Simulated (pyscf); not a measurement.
Optimised with ωB97X-D3(BJ)/def2-SVP in PySCF.

### Question
Estimate the classical barrier height and the reaction energy of Br–SiH₂–Br (SMILES Br[SiH2]Br) + H₂O (SMILES O) → HO–SiH(Br)–Br (SMILES O[SiH](Br)Br) + H₂ (SMILES [H][H]) at ωB97M-D3(BJ)/def2-TZVP. The step runs on the singlet surface, breaks H–Si, H–O and forms O–Si, H–H; take the separated reactants as zero.

### Answer
ΔE‡ = 32.2 kcal/mol, ΔE = -21.7 kcal/mol. Zero-point energy shifts the barrier by -0.6 kcal/mol. It is a four-centre exchange, with an imaginary mode of 1434i cm⁻¹. On the reactant side the descent ends in a complex, 4.9 kcal/mol under the separated species and 37.2 kcal/mol under the saddle at ωB97X-D3(BJ)/def2-TZVP. This is the saddle that the search found; another between the same sides may lie lower. Elements up to Kr have no core potential and no relativistic terms here.
